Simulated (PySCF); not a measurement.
Basis-set dependence of population analyses: `O=C=S`

Species: COS.
Atom-mapped SMILES: `[O:1]=[C:2]=[S:3]`

PBE0 throughout (PySCF), one geometry, spherical d and f functions. Isolated species at its PBE0-D3(BJ)/def2-SVP geometry, gas phase.

Mulliken charges (e):

| basis | functions | O1 | C2 | S3 |
| --- | --- | --- | --- | --- |
| STO-3G | 19 | -0.139 | +0.015 | +0.124 |
| 6-31G | 31 | -0.273 | +0.094 | +0.179 |
| pcSseg-0 | 31 | -0.412 | +0.001 | +0.411 |
| 6-31G* | 46 | -0.275 | +0.290 | -0.014 |
| def2-SVP | 46 | -0.077 | +0.166 | -0.089 |
| cc-pVDZ | 46 | -0.085 | +0.136 | -0.051 |
| pcSseg-1 | 58 | -0.242 | +0.245 | -0.003 |
| aug-cc-pVDZ | 73 | -0.204 | -0.082 | +0.286 |
| 6-311+G(2d,p) | 89 | -0.174 | +0.262 | -0.088 |
| cc-pVTZ | 94 | -0.098 | +0.188 | -0.091 |
| def2-TZVP | 99 | -0.132 | +0.249 | -0.117 |
| IGLO-III | 114 | -0.410 | +0.282 | +0.128 |
| pcSseg-3 | 220 | -0.307 | +0.417 | -0.110 |

IAO charges (e):

```
        basis  functions      O1      C2      S3
       STO-3G         19  -0.132  +0.018  +0.113
        6-31G         31  -0.224  +0.202  +0.022
     pcSseg-0         31  -0.220  +0.198  +0.022
       6-31G*         46  -0.257  +0.247  +0.010
     def2-SVP         46  -0.256  +0.240  +0.016
      cc-pVDZ         46  -0.256  +0.248  +0.007
     pcSseg-1         58  -0.262  +0.246  +0.016
  aug-cc-pVDZ         73  -0.269  +0.260  +0.009
6-311+G(2d,p)         89  -0.273  +0.255  +0.018
      cc-pVTZ         94  -0.269  +0.258  +0.011
    def2-TZVP         99  -0.272  +0.256  +0.016
     IGLO-III        114  -0.276  +0.252  +0.024
     pcSseg-3        220  -0.273  +0.256  +0.017
```

Hirshfeld charges (e):

| basis | functions | O1 | C2 | S3 |
| --- | --- | --- | --- | --- |
| STO-3G | 19 | -0.074 | +0.096 | -0.022 |
| 6-31G | 31 | -0.116 | +0.164 | -0.048 |
| pcSseg-0 | 31 | -0.113 | +0.155 | -0.042 |
| 6-31G* | 46 | -0.120 | +0.180 | -0.061 |
| def2-SVP | 46 | -0.127 | +0.169 | -0.043 |
| cc-pVDZ | 46 | -0.114 | +0.164 | -0.050 |
| pcSseg-1 | 58 | -0.129 | +0.171 | -0.042 |
| aug-cc-pVDZ | 73 | -0.133 | +0.163 | -0.030 |
| 6-311+G(2d,p) | 89 | -0.135 | +0.162 | -0.027 |
| cc-pVTZ | 94 | -0.128 | +0.168 | -0.041 |
| def2-TZVP | 99 | -0.133 | +0.168 | -0.035 |
| IGLO-III | 114 | -0.140 | +0.162 | -0.022 |
| pcSseg-3 | 220 | -0.136 | +0.167 | -0.031 |

Q: Which scheme is steadiest as the basis changes?

A: Largest range over the bases for any column: Hirshfeld 0.08 e, IAO 0.24 e, Mulliken 0.53 e. Hirshfeld charges move least and Mulliken charges most, counted in e. Without the minimal STO-3G basis the ranges are Hirshfeld 0.04, IAO 0.06, Mulliken 0.53 e.

Q: How much do the charges still move between the two largest bases, IGLO-III and pcSseg-3?

A: At most, over all atoms: Mulliken 0.237 e, IAO 0.007 e, Hirshfeld 0.009 e.

Q: What do the same runs give for the total energy, the frontier levels and the dipole moment?

A: 
```csv
basis,energy (Eh),HOMO (eV),LUMO (eV),μ (D)
STO-3G,-505.3614,-4.93,3.26,0.34
6-31G,-511.1765,-8.71,-0.80,0.34
pcSseg-0,-510.5295,-8.92,-0.92,0.42
6-31G*,-511.2533,-8.59,-0.62,0.39
def2-SVP,-511.0664,-8.59,-0.60,0.54
cc-pVDZ,-511.2884,-8.55,-0.57,0.45
pcSseg-1,-511.2485,-8.75,-0.82,0.61
aug-cc-pVDZ,-511.2972,-8.71,-0.90,0.69
"6-311+G(2d,p)",-511.3227,-8.71,-0.95,0.80
cc-pVTZ,-511.3359,-8.65,-0.79,0.62
def2-TZVP,-511.3373,-8.67,-0.86,0.71
IGLO-III,-511.3341,-8.65,-0.81,0.86
pcSseg-3,-511.3560,-8.69,-0.96,0.75
```

The dipole is fixed by the density alone, so its range of 0.52 D shows that the density itself changes with the basis, not only its division among atoms.
